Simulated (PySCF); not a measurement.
# From wB97X-D/pcSseg-2 to PBE0/pcSseg-2: the mean 17O shielding of 8 molecules

All runs: PySCF with density fitting, gas phase, non-relativistic, closed shells, each molecule at its own PBE0-D3(BJ)/def2-TZVP geometry. Shieldings use GIAOs. wB97X-D: range-separated exact exchange; PBE0: 25 % exact exchange.

Mean 17O shielding (ppm):

```
       molecule  wB97X-D/pcSseg-2  PBE0/pcSseg-2
      C#CC(C)=O            -373.3              ?
      SCc1ccco1              28.1           24.8
      COc1cccs1             237.3          231.3
      COc1ccsc1             238.5          232.7
        c1ccoc1              27.2           23.9
      CSc1ccoc1              35.7           32.1
         OB(F)F             249.7          246.4
CC(=O)CC(F)(F)F            -370.9         -370.2
```

Task: What should PBE0/pcSseg-2 give for `C#CC(C)=O`?

Result: The functional change moves the other 7 molecules by -3.5 ppm on average (standard deviation 2.2), which puts `C#CC(C)=O` at -373.3 − 3.5 = -376.8 ppm. A straight line through the pairs, y = 0.991x − 2.93, gives -372.8 ppm. The run gave -373.9 ppm: the mean change misses by 2.9, the line by 1.1 ppm.

Task: Which of the two rules would one have trusted beforehand?

Result: Leaving out each listed molecule in turn and predicting it from the rest, the mean change misses by 1.62 ppm on average and the line by 0.93; so the fitted line, and for `C#CC(C)=O` it was the closer one.

Task: Is the change the same for all, and does it alter the order of the molecules?

Result: Among the 7 molecules with both values given it runs from -6.0 ppm for `COc1cccs1` to +0.7 ppm for `CC(=O)CC(F)(F)F`; `C#CC(C)=O` moves by -0.6 ppm, inside this range. The change is not of one sign for all. No pair among the 7 changes order.

The figures describe these molecules alone; neither level is taken as the truth.
